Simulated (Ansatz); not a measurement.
A made-up structure of BHOF (charge +1), closed shell:

```
4
angstrom
O 0.5377 -0.5129 0.3772
B -0.4829 0.3145 -0.0645
F -1.5576 1.1200 -0.4060
H 1.5028 -0.9216 0.0933
```

It is relaxed with PBE-D4/def2-SVP and then PBE0-D4/def2-TZVP (Ansatz 0.2.0). Atoms count as bonded within 1.22 times the sum of their covalent radii (H–H: 0.88 Å). The end point is not checked to be a true minimum.

Problem. Does its bonding change? (Judge from chemistry; the calculation decides.)

Solution. The calculation gives: No: no bond forms or breaks.

Where it ends: The first stage lowers the energy by 1.22 eV in 13 steps. It ends as BHOF ([OH][B][F]), total charge +1:
O1  (0.661, -0.324, -0.111)
B2  (-0.411, 0.296, -0.109)
F3  (-1.456, 0.951, -0.200)
H4  (1.206, -0.924, 0.420)
(Å)

Labels in which every atom is bracketed show which atoms are joined, not bond orders.

For scale, one of the runs: PBE0-D4/def2-TZVP relaxation, 99 basis functions, launched by `ansatz run in.yaml --threads 2 --pin off --events-out ev --progress --plain --max-ram 4352MiB`. Hardware: 2 CPU threads of an Intel Xeon 6975P-C, shared host. Wall time about 7 s.
